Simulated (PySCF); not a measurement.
# CCl3F: the cost of one run

Programs: PySCF 2.14.0, with routines of our own; each step states its level. All values are computed. Atoms count from 0.

### 1 The system as given

5 atoms, charge 0, multiplicity 1; geometry from: GFN2-xTB.

### 2 Relaxing the molecule at PBE0-D3(BJ)/def2-SVP

The job: settings as JSON, then the geometry in Å.

```
{"job": {"xc": "PBE0", "basis": "def2-SVP", "d3": "d3bj", "grid": 1, "maxiter": 30, "kind": "geom"}, "charge": 0, "multiplicity": 1}
F      0.060305    -0.141039     1.396058
C      0.004642    -0.006315     0.066724
Cl    -0.457934     1.660563    -0.312646
Cl     1.602752    -0.370613    -0.603874
Cl    -1.201142    -1.139743    -0.563447
```

Started as:

```bash
$ OMP_NUM_THREADS=1 python heavy_run.py task.json out
```

This one command runs all jobs of the session in turn.

**Question.** How long does this first job take on 1 thread of Arm Neoverse V1, shared host, and how much memory does it need?

About 14 s, with a peak of 0.36 GiB.
